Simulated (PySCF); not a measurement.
# SiH3Cl (SiClH3) at 6 levels

Aim: a comparison of 6 runs (B3LYP/STO-3G, M06-2X/STO-3G, PBE0/STO-3G, MP2/STO-3G, BCCD(T)/STO-3G, QCISD(T)/STO-3G) of SiH3Cl (SiClH3). 

The calculation is run with PySCF 2.14.0.

2 further runs of the same task are left out: 2 set aside as unsound or not needed.

## 1. Starting point

SiH3Cl has 5 atoms, charge 0, and is taken as a singlet. As SMILES, `[H][Si]([H])([H])Cl`. The Si1–H4 distance was set to 2.187 Å, away from the relaxed value. At this shape a bond of the SMILES string is far longer than usual.

Bond lengths: Si1–Cl2 2.010 Å, Si1–H3 1.458 Å, Si1–H5 1.458 Å. Angles: Cl2–Si1–H3 108.3°, Cl2–Si1–H5 108.0°, H3–Si1–H5 110.8°. A long bond or contact: Si1–H4 2.187 Å.

## 2. The energy at B3LYP/STO-3G (run 1)

input.py reads:

```python
from pyscf import gto, dft

molecule = gto.M(
    atom='''
Si   0.350815  -0.598949   0.089128
Cl   0.361215  -0.621729   2.099168
H    1.732855  -0.589679  -0.376372
H   -0.700750   1.203700  -0.566480
H   -0.342025  -1.796909  -0.371302
''',
    max_memory=1860,
    spin=0,
    basis='sto-3g',
    verbose=3,
)

ks = dft.RKS(molecule)
ks.xc = 'b3lyp'
ks.grids.level = 5
ks.conv_tol = 1e-10
ks.kernel()
if not ks.converged:
    ks = ks.newton().run(ks.mo_coeff, ks.mo_occ)

energy = ks.e_tot
print('E(%s) = %.9f' % ('B3LYP', energy))
```

The run is started by

```sh
OMP_NUM_THREADS=1 python input.py
```

Output:

```text
converged SCF energy = -743.05130471574
E(B3LYP) = -743.051304716
```

Wall time 4.2 s (1 thread of Intel Xeon Platinum 8259CL at 2.50GHz (Skylake/Cascade Lake), shared host); peak memory 0.21 GiB.

## 3. The energy at M06-2X/STO-3G (run 2)

geometry.xyz reads:

```xyz
5

Si     0.350815    -0.598949     0.089128
Cl     0.361215    -0.621729     2.099168
H      1.732855    -0.589679    -0.376372
H     -0.700750     1.203700    -0.566480
H     -0.342025    -1.796909    -0.371302
```

run.py reads:

```python
from pyscf import gto, dft

system = gto.Mole()
system.atom = 'geometry.xyz'
system.charge = 0
system.verbose = 4
system.basis = 'sto-3g'
system.max_memory = 1860
system.spin = 0
system.build()

mf = dft.RKS(system, xc='m06-2x')
mf.conv_tol = 1e-10
mf.grids.level = 5
mf.kernel()
if not mf.converged:
    mf = mf.newton().run(mf.mo_coeff, mf.mo_occ)

energy = mf.e_tot
print('E = %.10f Eh' % energy)
```

The run is started by

```sh
OMP_NUM_THREADS=1 python run.py
```

Output:

```text
PySCF version 2.14.0

[... 70 lines left out ...]
converged SCF energy = -743.065980778792
E = -743.0659807788 Eh
```

Run time: 5.1 s. Hardware: 1 thread of Intel Xeon Platinum 8259CL at 2.50GHz (Skylake/Cascade Lake), shared host; peak memory 0.21 GiB.

## 4. The energy at PBE0/STO-3G (run 3)

job.py reads:

```python
from pyscf import gto, dft

mol = gto.Mole()
mol.atom = '''
Si     0.662944    -1.131850     0.168428
Cl     0.682597    -1.174898     3.966853
H      3.274621    -1.114332    -0.711240
H     -1.324226     2.274663    -1.070492
H     -0.646334    -3.395666    -0.701659
'''
mol.unit = 'bohr'
mol.basis = 'sto-3g'
mol.verbose = 3
mol.charge = 0
mol.max_memory = 1860
mol.build()

mf = dft.RKS(mol)
mf.xc = 'pbe0'
mf.conv_tol = 1e-10
mf.grids.level = 5
mf.kernel()
if not mf.converged:
    mf = mf.newton().run(mf.mo_coeff, mf.mo_occ)

e_final = mf.e_tot
print('E(%s) = %.9f' % ('PBE0', e_final))
```

The run is started by

```sh
OMP_NUM_THREADS=1 python job.py
```

Output:

```text
converged SCF energy = -742.791411654815
E(PBE0) = -742.791411655
```

Wall time 3.9 s (1 thread of Intel Xeon Platinum 8259CL at 2.50GHz (Skylake/Cascade Lake), shared host); peak memory 0.21 GiB.

Runs 4 to 5 aren't shown in full; the table further down has their settings and results.

## 5. The energy at QCISD(T)/STO-3G (run 6)

input.py reads:

```python
from pyscf import gto, cc

mol = gto.M(
    atom=[
    ('Si', (0.350815, -0.598949, 0.089128)),
    ('Cl', (0.361215, -0.621729, 2.099168)),
    ('H', (1.732855, -0.589679, -0.376372)),
    ('H', (-0.700750, 1.203700, -0.566480)),
    ('H', (-0.342025, -1.796909, -0.371302)),
],
    basis='sto-3g',
    spin=0,
    verbose=3,
    charge=0,
    max_memory=1860,
)

mf = mol.RHF()
mf.conv_tol = 1e-10
mf.kernel()
if not mf.converged:
    mf = mf.newton().run(mf.mo_coeff, mf.mo_occ)

mycc = cc.QCISD(mf, frozen=10)
mycc.kernel()
e_t = mycc.qcisd_t()
e_tot = mycc.e_tot + e_t
print(f'total energy: {e_tot:.8f} hartree')
```

The run is started by

```sh
OMP_NUM_THREADS=1 python input.py
```

Output:

```text
converged SCF energy = -741.8290569782
E(QCISD) = -741.9325519277984  E_corr = -0.1034949495983562
QCISD(T) correction = -0.00135108704026882
total energy: -741.93390301 hartree
```

It took 1 s on 1 thread of Intel Xeon Platinum 8259CL at 2.50GHz (Skylake/Cascade Lake), shared host; peak memory 0.12 GiB.

## 6. All runs side by side

```tsv
run	level	integration grid	frozen core orbitals	energy (Eh)	dipole moment (D) of the reference	HOMO energy (eV)	LUMO energy (eV)	wall time
1	B3LYP/STO-3G	5	–	-743.051305	2.19	-5.59	1.23	4.2 s
2	M06-2X/STO-3G	5	–	-743.065981	2.34	-6.86	2.48	5.1 s
3	PBE0/STO-3G	5	–	-742.791412	2.29	-5.77	1.56	3.9 s
4	MP2/STO-3G	–	10	-741.894481	2.57	-8.31	5.53	0.93 s
5	BCCD(T)/STO-3G	–	10	-741.933823	–	–	–	1.3 s
6	QCISD(T)/STO-3G	–	10	-741.933903	2.57	-8.31	5.53	1 s
```

## 7. Summary of results

| quantity | value |
| --- | --- |
| run 6: total energy | -741.93390 Eh |
| run 6: dipole moment (Hartree–Fock density) | 2.57 D |
| run 6: HOMO energy (Hartree–Fock orbitals) | -8.31 eV |
| run 6: LUMO energy (Hartree–Fock orbitals) | 5.53 eV |
| run 6: HOMO–LUMO gap (Hartree–Fock orbitals) | 13.84 eV |
| run 6: correlation energy (10 core orbitals frozen) | -104.8 mEh |
| run 6: (T) correction | -1.35 mEh |
| run 6: T1 diagnostic | 0.007 |

In words: Over runs 1, 2, 3 the dipole moment (its size) runs from 2.19 D (B3LYP/STO-3G) to 2.34 D (M06-2X/STO-3G). Over runs 1, 2, 3 the HOMO–LUMO gap runs from 6.83 eV (B3LYP/STO-3G) to 9.34 eV (M06-2X/STO-3G). Totals of different functionals can't be ranked against each other. In runs 1, 2, 3, 4, 5, 6 the basis is minimal, so the values are rough. All runs together took 17 s, the longest 5.1 s.
